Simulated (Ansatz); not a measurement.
**BHSCl (SMILES S[B]Cl): methods side by side**

BHSCl has 4 atoms, charge 0, and is taken as a doublet. SMILES: `S[B]Cl`. Geometry: relaxed at PBE0-D4/def2-TZVP.

```xyz
4

S     0.5664   -0.7891    0.5314
B    -0.2996    0.4757   -0.3458
Cl   -2.0141    0.6160   -0.4273
H     1.8029   -0.3629    0.2214
```

Quantity: the energy change with the S1–B2 bond stretched from 1.766 to 2.208 Å, in eV. The values are calculated.

```json
{"level": "U-revPBE/STO-3G", "kind": "GGA", "program": "Ansatz", "value (eV)": "1.52", "less FCI/STO-3G": "-0.09", "CPU time (all runs)": "4.2 s"}
{"level": "U-r2SCAN/STO-3G", "kind": "meta-GGA", "program": "Ansatz", "value (eV)": "1.69", "less FCI/STO-3G": "+0.08", "CPU time (all runs)": "11 s"}
{"level": "U-r2SCAN0/STO-3G", "kind": "hybrid meta-GGA", "program": "Ansatz", "value (eV)": "1.83", "less FCI/STO-3G": "+0.22", "CPU time (all runs)": "12 s"}
{"level": "U-wB97X/STO-3G", "kind": "range-separated hybrid", "program": "Ansatz", "value (eV)": "1.83", "less FCI/STO-3G": "+0.22", "CPU time (all runs)": "23 s"}
{"level": "UHSE06/STO-3G", "kind": "range-separated hybrid", "program": "Ansatz", "value (eV)": "1.77", "less FCI/STO-3G": "+0.16", "CPU time (all runs)": "5.5 s"}
{"level": "UB2PLYP/STO-3G", "kind": "double hybrid", "program": "Ansatz", "value (eV)": "1.70", "less FCI/STO-3G": "+0.09", "CPU time (all runs)": "5.1 s"}
{"level": "RPA@PBE/STO-3G", "kind": "RPA", "program": "Ansatz", "value (eV)": "1.47", "less FCI/STO-3G": "-0.14", "CPU time (all runs)": "5.1 s"}
{"level": "UBCCD(T)/STO-3G", "kind": "coupled cluster or CI", "program": "Ansatz", "value (eV)": "1.63", "less FCI/STO-3G": "+0.02", "CPU time (all runs)": "0.97 s"}
{"level": "FCI/STO-3G", "kind": "exact in the basis", "program": "Ansatz", "value (eV)": "1.61", "less FCI/STO-3G": "0.00", "CPU time (all runs)": "15 s"}
```

FCI/STO-3G is exact within its basis and frozen core, so for wave-function methods in that basis the difference is their error; functionals converge differently with the basis, so for them it is only a difference. The first shape isn't each level's own minimum. The values span 1.47 to 1.83 eV. All rows use very small basis sets, so even the best lies far from the true value. CPU times are rough (shared hosts, several kinds of processor): they show what a rung costs within a factor of a few.
